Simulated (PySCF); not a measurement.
## AlH6N: core ionisation energies

Al(NH3)H3.
Bonds: Al1–N2. Hydrogens: H6, H7, H8 on Al1; H3, H4, H5 on N2.

Computed, not measured: delta-SCF UKS SCAN, pcX-2 on the ionised atom, pcseg-1 elsewhere, spin-free X2C (PySCF). Each binding energy is the total energy of the core-ionised species, with the hole localised on one atom, minus that of the ground state; both are solved self-consistently, so orbital relaxation is included.

Problem. Give the core binding energies atom by atom.

Solution. 
```tsv
atom(s)	environment	level	binding energy (eV)	count
N2	nitrogen bonded to Al and 3 H	N 1s	407.91	1
Al1	aluminium bonded to N and 3 H	Al 1s	1565.55	1
```

Problem. Which effective nuclear charge Zeff reproduces each element's mean 1s value in the hydrogen-like formula E = 13.606 eV × Zeff²?

Solution. N (Z = 7): mean 407.9 eV, Zeff = 5.48, Z − Zeff = 1.52; Al (Z = 13): mean 1565.6 eV, Zeff = 10.73, Z − Zeff = 2.27. Means run over the listed sites, weighted by atom count.

Problem. What is the longest wavelength that can ionise Al 1s of Al1 vertically?

Solution. λ = hc/E = 12398.42 eV Å / 1565.55 eV = 7.920 Å.

Geometry: PBE0-D3(BJ)/def2-SVP; no solvent, vibrations or thermal averaging.
